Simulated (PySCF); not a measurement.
## Ionisation energy of B by level of theory

B [He] 2s2 2p1 (2P) → B⁺ [He] 2s2 (1S), as a difference of total energies. Calculation: PySCF 2.14, in aug-cc-pV5Z (7s6p5d4f3g2h, 127 functions); no relativity, point nucleus. Correlated levels: valence: 1s2 frozen. The calculations carry no spin-orbit coupling.

| method | ionisation energy (eV) |
| --- | --- |
| UHF | 8.043 |
| LDA | 8.648 |
| PBE | 8.675 |
| PBE0 | 8.648 |
| r2SCAN | 8.772 |
| MN15 | 8.253 |
| wB97X-V | 8.499 |
| HSE06 | 8.655 |
| MP2 (valence) | 8.305 |
| SCS-MP2 (valence) | 8.275 |

**Question.** How much does correlation contribute at MP2 (valence)?

**Answer.** 8.305 − (8.043) = 0.262 eV, measured against UHF.

Errors of the correlated levels include the incompleteness of this basis and the frozen core.

For comparison: 8.297 eV (measured; NIST levels, between the centres of gravity of the two terms).
